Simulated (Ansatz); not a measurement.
A CCSD(T) single point on `NP(O)S`.

```yaml
crystal:
  periodic: [false, false, false]
  atoms:
    - {symbol: N, position_ang: [-0.216978, 1.370202, 0.334829]}
    - {symbol: P, position_ang: [-0.149713, -0.277285, 0.616463]}
    - {symbol: O, position_ang: [1.261308, -0.784247, -0.082947]}
    - {symbol: S, position_ang: [-1.487353, -0.731191, -0.972010]}
    - {symbol: H, position_ang: [-0.024443, 1.733903, -0.588332]}
    - {symbol: H, position_ang: [0.121396, 1.963702, 1.075121]}
    - {symbol: H, position_ang: [1.767984, -1.294177, 0.556337]}
    - {symbol: H, position_ang: [-1.180101, -2.038005, -0.995161]}
basis:
  gaussian: {orbitals: def2-SVP}
correlation: {method: ccsd_t}
```

```sh
$ ansatz run in.yaml --threads 2 --pin off --events-out ev --progress --plain --max-ram 4352MiB
```

Log, shortened:

```
Functional definition: HF
802 factors; integrals over basis functions are off by at most 1.0e-3 eV
mean field evaluation 1: about -23659.9187 eV, gradient 3.8e1 eV
mean field evaluation 2: about -23659.9241 eV, gradient 3.8e1 eV
mean field evaluation 4: about -23663.1466 eV, gradient 3.2e0 eV
mean field evaluation 8: about -23663.1921 eV, gradient 9.0e-2 eV
mean field evaluation 16: about -23663.1816 eV, gradient 9.6e-1 eV
mean field -23663.19211026 eV, -869.6062705642 hartree, gradient 1.5e-6 eV, S^2 0.000000; 0 other end points of the search recorded, 0 dependent functions left out
12 core orbitals not correlated: weight in the atoms' cores, before any rotation towards them, 1.000 or more for the frozen orbitals, at most 0.000 for the correlated occupied ones
reference -23663.19211026 eV, -869.6062705642 hartree; 13, 13 occupied and 59, 59 virtual orbitals, 802 factors
second order -16.42362979 eV of doubles, -0.00000000 eV of singles
cycle   1  -17.01596798 eV  change   -5.9e-1 eV  update   9.3e-2
cycle   2  -17.43960449 eV  change   -4.2e-1 eV  update   2.8e-2
cycle   3  -17.53824579 eV  change   -9.9e-2 eV  update   1.4e-2
cycle   4  -17.53438221 eV  change    3.9e-3 eV  update   3.4e-3
cycle   5  -17.53367444 eV  change    7.1e-4 eV  update   1.5e-3
cycle   6  -17.53374055 eV  change   -6.6e-5 eV  update   5.2e-4
cycle   7  -17.53346096 eV  change    2.8e-4 eV  update   1.6e-4
cycle   8  -17.53343328 eV  change    2.8e-5 eV  update   4.9e-5
cycle   9  -17.53343932 eV  change   -6.0e-6 eV  update   1.7e-5
perturbative correction -0.47755945 eV, -0.0175499862 hartree
Total energy: -23681.20310903 eV, -870.2681625609 hartree
```

Hardware: 2 threads of an Arm Neoverse V1 on a shared host. Wall time 2.8 s, peak host memory 0.38 GiB.

The correlation energy is -18.011 eV, 2.7 % of it from (T); the T1 diagnostic reads 0.0121.
